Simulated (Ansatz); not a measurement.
A calculation with Ansatz (development build ahead of 0.2.0).

```yaml
crystal:
  periodic: [false, false, false]
  atoms:
    - { symbol: C, position_ang: [0.0, 0.0, -0.78125] }
    - { symbol: C, position_ang: [0.0, 0.0, 0.78125] }
    - { symbol: H, position_ang: [0.0, -1.00715, -1.4068] }
    - { symbol: H, position_ang: [0.0, 1.00715, -1.4068] }
    - { symbol: H, position_ang: [-1.00715, 0.0, 1.4068] }
    - { symbol: H, position_ang: [1.00715, 0.0, 1.4068] }
basis:
  gaussian: { orbitals: def2-TZVP }
magnetization:
  spin_polarized: true
  initial_magnetization: 2
hamiltonian:
  xc: hf
```

The input is written out in the form of the current development build from the run's settings.

Results

```yaml
Converged: yes
Total_energy: -77.96170 hartree
Spin_squared_of_the_determinant: 2.021
```

Caution: another spin multiplicity may lie lower.
